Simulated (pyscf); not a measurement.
## Four-centre exchange: `[SiH3]` [doublet] + `[H][H]` → `[SiH3]` [doublet] + `[H][H]`

Gas phase, doublet surface, charge 0. Bonds broken: Si1–H2, H5–H6. Bonds formed: Si1–H5, H2–H6. Optimised with ωB97X-D3(BJ)/def2-SVP in PySCF.

Transition state (Å):

```xyz
6

Si     0.3212    -0.0624    -0.0195
H      1.8060     0.7977    -0.1080
H      0.0961     0.3644     1.3973
H     -0.6503    -1.2659    -0.2086
H      1.5352    -1.1801     0.4256
H      1.9563    -0.2977     0.2466
```

One imaginary mode, 1569i cm⁻¹; descent along it reached the two sides named.

```
bond    change  reactant side (Å)  saddle  product side
------  ------  -----------------  ------  ------------
Si1–H2  breaks              1.492   1.718           3.4
H5–H6   breaks              0.760   0.994           3.0
Si1–H5   forms                3.9   1.709         1.492
H2–H6    forms                3.0   1.161         0.760
```

Electronic energies relative to the separated reactants (eV):

| level | barrier | reaction energy | reverse barrier |
|---|---|---|---|
| ωB97X-D3(BJ)/def2-TZVP | 2.38 | 0.00 | 2.38 |
| PBE/def2-TZVP | 2.02 | 0.00 | 2.02 |
| r²SCAN/def2-TZVP | 2.20 | 0.00 | 2.20 |
| B3LYP-D3(BJ)/def2-TZVP | 2.32 | 0.00 | 2.32 |
| PBE0-D3(BJ)/def2-TZVP | 2.17 | 0.00 | 2.17 |
| M06-2X/def2-TZVP | 2.50 | 0.00 | 2.50 |
| ωB97M-D3(BJ)/def2-TZVP | 2.31 | 0.00 | 2.31 |
| HF/def2-TZVP | 3.18 | 0.00 | 3.18 |

With ωB97M-D3(BJ)/def2-TZVP energies and thermal terms (ideal gas, 1 atm, RRHO with modes under 100 cm⁻¹ raised to 100, one conformer, R ln 2 for chiral ones without a mode under 150 cm⁻¹), in eV:

```json
[
 {"T (K)": "298", "ΔH‡": "2.30", "ΔG‡": "2.62", "ΔH": "0.00", "ΔG": "0.00"},
 {"T (K)": "600", "ΔH‡": "2.25", "ΔG‡": "2.96", "ΔH": "0.00", "ΔG": "0.00"},
 {"T (K)": "900", "ΔH‡": "2.25", "ΔG‡": "3.32", "ΔH": "0.00", "ΔG": "0.00"},
 {"T (K)": "1200", "ΔH‡": "2.26", "ΔG‡": "3.67", "ΔH": "0.00", "ΔG": "0.00"}
]
```

At the saddle there is also a short H–Si contact that neither side keeps. The same reactants have a lower exit, to SiH₄ + H• (barrier +0.70 eV at ωB97M-D3(BJ)/def2-TZVP, against +2.31 eV here). This is the saddle that the search found; another between the same sides may lie lower.
